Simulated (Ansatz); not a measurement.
Two members of one family (Series MgMeX), computed with Ansatz in the gas phase. The two geometries come from different levels. A negative affinity means that the extra electron isn't bound at that geometry and level; within about 0.2 eV of zero the sign isn't settled. Binding counts from free atoms in the multiplicity of their measured ground term, without zero-point energy. A dash marks a value that wasn't run or was left out as unsound. The structures are stationary points that may keep the symmetry of their start. Remarks come from the PBE and PBE0 runs and from stability tests at other levels; not every state was tested. A HOMO above zero means that the electron is unbound at that level and held by the basis, or that self-interaction error raises the level; the energy of removing that electron tells which.

First: MgMeH (singlet, charge 0, PBE-D4/def2-TZVP geometry).

```xyz
6

Mg   -1.0202   -0.6632   -0.4989
C     0.6047    0.3945    0.2954
H     0.2978    1.3678    0.7114
H     1.3740    0.5978   -0.4675
H     1.0963   -0.1636    1.1089
H    -2.3525   -1.5333   -1.1493
```

```csv
level,HOMO (eV),LUMO (eV),gap (eV),vertical EA (eV),binding per atom (eV)
r2SCAN-D4/def2-TZVPD,-5.83,-0.54,5.29,-0.48,2.96
r2SCANh-D4/def2-TZVP,-6.27,-0.29,5.98,–,2.94
PBE0-D4/def2-TZVP,-6.77,-0.33,6.44,–,2.92
PBE0-D4/def2-TZVPD,-6.77,-0.42,6.36,-0.48,2.92
LC-ωPBE/def2-TZVP,-9.50,1.33,10.83,–,2.94
```

Remarks: HOMO above zero (-1 doublet).

Second: MgMe(OH) (singlet, charge 0, PBE0-D4/def2-TZVP geometry).

```xyz
7

Mg    0.330    0.636   -0.053
C    -0.628   -1.197    0.097
H    -0.205   -1.806    0.901
H    -0.541   -1.773   -0.830
H    -1.695   -1.078    0.307
O     1.143    2.195   -0.181
H     1.597    3.024   -0.240
```

**Question.** Estimate how these quantities change from the first to the second (second minus first).

**Answer.** 
```csv
level,Δ HOMO (eV),Δ LUMO (eV),Δ gap (eV),Δ vertical EA (eV),Δ binding per atom (eV)
r2SCAN-D4/def2-TZVPD,-0.41,-0.42,-0.01,0.16,0.49
r2SCANh-D4/def2-TZVP,-0.40,-0.41,0.00,–,0.47
PBE0-D4/def2-TZVP,-0.47,-0.36,0.11,–,0.47
PBE0-D4/def2-TZVPD,-0.50,-0.37,0.12,0.16,0.47
LC-ωPBE/def2-TZVP,-0.48,-0.29,0.19,–,0.49
```

Remarks: HOMO above zero (-1 doublet).
